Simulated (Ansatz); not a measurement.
# Thallium, hcp under PBE: convergence with the plane-wave cutoff

How high must the plane-wave cutoff be for energy and pressure to settle? The geometry was relaxed under PBE beforehand and stays fixed; 9 values are run, from 150 to 800 eV. Wanted are the values from which on the energy stays within 10 and 1 meV/atom, and the pressure within 0.5 GPa, of the last run. Within the series other settings stay, but some runs also write fields, which adds to their time. Spin polarisation is left out.

Program: Ansatz 0.2.0. Level of theory: DFT PBE, plane waves with PAW, scalar-relativistic. These are calculated values, not measurements.

### Step 1. The system as given

The structure is hexagonal, space group P6_3/mmc (No. 194). Conventional cell: a = 3.590 Å, b = 3.590 Å, c = 5.642 Å, α = 90.00°, β = 90.00°, γ = 120.00°. Tl (site symmetry -6m2) is surrounded by 12 Tl at 3.50 to 3.59 Å.

Structure file:

```cif
data_structure
_symmetry_space_group_name_H-M 'P6_3/mmc'
_symmetry_Int_Tables_number 194
_cell_length_a 3.5903
_cell_length_b 3.5903
_cell_length_c 5.6419
_cell_angle_alpha 90.000
_cell_angle_beta 90.000
_cell_angle_gamma 120.000
_cell_volume 62.98
loop_
_atom_site_label
_atom_site_type_symbol
_atom_site_symmetry_multiplicity
_atom_site_Wyckoff_symbol
_atom_site_fract_x
_atom_site_fract_y
_atom_site_fract_z
_atom_site_occupancy
Tl1 Tl 2 c 0.33333 0.66667 0.25000 1
```

### Step 2. A run at the usual settings, for scale

Contents of input.yaml:

```yaml
crystal:
  lattice:
    - [3.5902820628, 0.0, 0.0]
    - [-1.7951410314, 3.1092754731, 0.0]
    - [0.0, 0.0, 5.6419406004]
  atoms:
    - { symbol: Tl, position: [0.3333333333, 0.6666666667, 0.25] }
    - { symbol: Tl, position: [0.6666666667, 0.3333333333, 0.75] }
hamiltonian:
  xc: pbe
  pseudopotentials:
    kind: paw
    azcp:
      Tl: "pseudopotentials/Tl.paw.azcp"
basis:
  ecutwfc: 420
  fft_grid_basis: typed
kpoints:
  mp_grid: { grid: [17, 17, 9], shift: [0, 0, 0] }
magnetization:
  spin_polarized: false
scf:
  occupations: { method: fermi_dirac, width: 0.1 }
  lower_state_search: "off"
output:
  stress: true
```

On the command line:

```console
$ ansatz run input.yaml --threads 1 --pin off --max-ram 3584MiB --backend cpu --events-out ev --progress --plain --runs-dir out
```

### Step 3. With a cutoff of 150 eV

The run at 150 eV.

input.yaml, as its differences from that of step 2:

```diff
@@ -15,6 +15,6 @@
 basis:
-  ecutwfc: 420
+  ecutwfc: 150
   fft_grid_basis: typed
 kpoints:
-  mp_grid: { grid: [17, 17, 9], shift: [0, 0, 0] }
+  mp_grid: { grid: [10, 10, 6], shift: [0, 0, 0] }
 magnetization:
```

### Step 4. With a cutoff of 200 eV

The run at 200 eV.

input.yaml, as its differences from that of step 3:

```diff
@@ -15,3 +15,3 @@
 basis:
-  ecutwfc: 150
+  ecutwfc: 200
   fft_grid_basis: typed
@@ -26 +26,5 @@
   stress: true
+  write_density: true
+  write_potential: true
+  elf: true
+  volumetric_format: npy
```

### Step 5. With a cutoff of 250 eV

The run at 250 eV.

input.yaml, as its differences from that of step 4:

```diff
@@ -15,3 +15,3 @@
 basis:
-  ecutwfc: 200
+  ecutwfc: 250
   fft_grid_basis: typed
@@ -26,5 +26 @@
   stress: true
-  write_density: true
-  write_potential: true
-  elf: true
-  volumetric_format: npy
```

### Step 6. With a cutoff of 300 eV

The run at 300 eV.

input.yaml, as its differences from that of step 5:

```diff
@@ -15,3 +15,3 @@
 basis:
-  ecutwfc: 250
+  ecutwfc: 300
   fft_grid_basis: typed
```

### Step 7. With a cutoff of 350 eV

The run at 350 eV.

input.yaml, as its differences from that of step 6:

```diff
@@ -15,3 +15,3 @@
 basis:
-  ecutwfc: 300
+  ecutwfc: 350
   fft_grid_basis: typed
```

### Step 8. With a cutoff of 420 eV

The run at 420 eV.

input.yaml, as its differences from that of step 7:

```diff
@@ -15,3 +15,3 @@
 basis:
-  ecutwfc: 350
+  ecutwfc: 420
   fft_grid_basis: typed
@@ -26 +26,5 @@
   stress: true
+  write_density: true
+  write_potential: true
+  elf: true
+  volumetric_format: npy
```

### Step 9. With a cutoff of 500 eV

The run at 500 eV.

input.yaml, as its differences from that of step 8:

```diff
@@ -15,3 +15,3 @@
 basis:
-  ecutwfc: 420
+  ecutwfc: 500
   fft_grid_basis: typed
@@ -26,5 +26 @@
   stress: true
-  write_density: true
-  write_potential: true
-  elf: true
-  volumetric_format: npy
```

### Step 10. With a cutoff of 600 eV

The run at 600 eV.

input.yaml, as its differences from that of step 9:

```diff
@@ -15,3 +15,3 @@
 basis:
-  ecutwfc: 500
+  ecutwfc: 600
   fft_grid_basis: typed
```

### Step 11. With a cutoff of 800 eV

The run at 800 eV.

input.yaml, as its differences from that of step 10:

```diff
@@ -15,3 +15,3 @@
 basis:
-  ecutwfc: 600
+  ecutwfc: 800
   fft_grid_basis: typed
@@ -26 +26,5 @@
   stress: true
+  write_density: true
+  write_potential: true
+  elf: true
+  volumetric_format: npy
```

(Steps that only read results are left out.)

**Question.** What will these runs give?

As calculated:

```
                                                                    quantity                                 value
                                 E(σ → 0) stays within 10 meV/atom of 800 eV                        from 350 eV on
                                            E(σ → 0) stays within 1 meV/atom                        from 500 eV on
                                               pressure stays within 0.5 GPa                        from 250 eV on
                                                          pressure at 800 eV                             -0.02 GPa
                                             CPU time, dearest over cheapest                                   6.3
run at the usual settings (mesh 17×17×9 against the series' 10×10×6, 420 eV)  +4.0 meV/atom from 800 eV, -0.01 GPa
```

What this shows: The far end, 150 eV, lies +23919 meV/atom and +4.1 GPa from the yardstick. The energy falls at each step up in cutoff, as the variational principle asks. 1 meV/atom is reached at 500 eV; energy differences often converge earlier, as errors cancel. The cell taken over is 12 % larger than the measured one (28.04 Å³/atom, COD), which weighs on all values here.
